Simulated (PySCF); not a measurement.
## Oxygen: a sound run and one with changed settings

Sound run: O [He] 2s2 2p4, O⁺ [He] 2s2 2p3. All numbers are calculated (PySCF 2.14, the non-relativistic Hamiltonian (point nucleus), in 6-31G* (3s2p1d, 14 functions)). In the sound run the correlated levels freeze 1s2. The sound run starts from symmetry-adapted Hartree-Fock orbitals and uses a fine grid where one is needed.

Changed run: a valence shell is frozen. This setting is unsound on purpose.

| species | method | sound run (hartree) | changed run (hartree) | converged |
| --- | --- | --- | --- | --- |
| O | MP2 | -74.87816 | -74.82943 | yes |
| O | CCSD(T) | -74.89475 | -74.83727 | yes |
| O⁺ | MP2 | -74.40172 | -74.35489 | yes |
| O⁺ | CCSD(T) | -74.41769 | -74.35799 | yes |

Ionisation energy of O:

| method | sound run (eV) | changed run (eV) |
| --- | --- | --- |
| UHF | 12.030 | 12.030 |
| MP2 | 12.965 | 12.913 |
| SCS-MP2 | 12.965 | 13.005 |
| CCSD | 12.973 | 13.037 |
| CCSD(T) | 12.981 | 13.042 |

Freezing a valence shell removes pair correlation that changes on ionisation.

For comparison, NIST gives 13.618 eV between the lowest levels.
